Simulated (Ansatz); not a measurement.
Mulliken charges of `FCC=C(F)F` from ωB97M-V/def2-TZVPP in Ansatz (PBE0-D4/def2-TZVP geometry).

```csv
atom,x (Å),y (Å),z (Å),charge (e)
F1,-0.562,-2.040,0.306,-0.230
C2,-0.108,-0.819,0.789,0.074
C3,0.473,-0.013,-0.311,-0.214
C4,-0.087,1.093,-0.763,0.384
F5,-1.194,1.630,-0.307,-0.158
F6,0.397,1.831,-1.732,-0.153
H7,-0.952,-0.308,1.256,0.086
H8,0.645,-1.039,1.551,0.091
H9,1.387,-0.335,-0.791,0.120
```

Question: By hand: the dipole of these point charges (1 e Å = 4.8032 D).

Answer: Σ q r = (0.258, 0.132, 0.229) e Å, of length 0.369 e Å = 1.77 D.

Question: How does the dipole of the full density compare? (Best estimate.)

Answer: Ansatz gave: (0.212, 0.162, 0.175) e Å, 1.53 D; the point charges give 1.16 times that, at 10° from its direction.

Point charges leave out the atoms' own dipoles, such as those of lone pairs, and Mulliken's split depends on the basis, so the two needn't agree.
